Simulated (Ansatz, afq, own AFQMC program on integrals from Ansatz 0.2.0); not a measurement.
## Where AFQMC and coupled cluster stand for B2, singlet

```tsv
atom	x (Å)	y (Å)	z (Å)
B	0.0000	0.0000	0.0000
B	0.0000	0.0000	5.6480
```

Basis cc-pVDZ. Noble-gas cores (and the filled d shells of Ga–Kr and In–Xe) are frozen. Ansatz 0.2.0 and our own AFQMC program on the same integrals; the CISD trial comes from CCSD amplitudes, and released means the phaseless constraint is let go. Error bars are statistical, one sigma.

Determinant: UHF, the one that the program's search chose, which needn't be the lowest solution. The geometry is a point of a scan.

Full CI on the same integrals is exact in this basis and with this determinant's frozen core.

Cautions: unrestricted determinant spin contaminated (⟨S²⟩ 1.01 against 0.00); the released energies have errors that jump between times, so the bars are unsure, so no released level is given (meV from the phaseless value at times in 1/Eh: -4.3 ± 1.3 at 0.24, -9.1 ± 1.8 at 0.51, -13.4 ± 0.9 at 0.99, -5 ± 11 at 1.62, -24 ± 3 at 2.40), though the last usable value meets full CI within the noise; the next higher spin lies close (within 5 meV by full CI).

The T1 diagnostic is 0.0110 and the weight of the determinant in the CISD state is 0.876. The ⟨S²⟩ of the determinant is 1.015 and the size of the correlated space is 6 electrons in 26 orbitals.

```json
{"level": "MP2", "correlation energy (eV)": "-1.9882"}
{"level": "CCSD", "correlation energy (eV)": "-3.1923"}
{"level": "CCSD(T)", "correlation energy (eV)": "-3.2362"}
```

Task: Estimate where phaseless AFQMC with a CISD trial lies against CCSD(T) on the same integrals.

Result: 0.09 ± 0.03 kcal/mol above CCSD(T).

Reference: full CI, correlation energy -3.258 eV. The cautions show a poor starting determinant, so the rows tell how each method copes with it here, and full CI is the sure value.

```tsv
level	E − E(reference) (kcal/mol)	share of correlation (%)
CCSD(T)	0.51	99.32
CCSDT	0.05	99.93
CCSDT(Q)	0.05	99.93
CCSDTQ	0.03	99.96
ph-AFQMC/CISD	0.60 ± 0.03	99.20
```

CCSDT and higher add their correlation energy to the determinant of the CCSD(T) run, since their own runs factorise the integrals more tightly (a shift of under 2 meV).
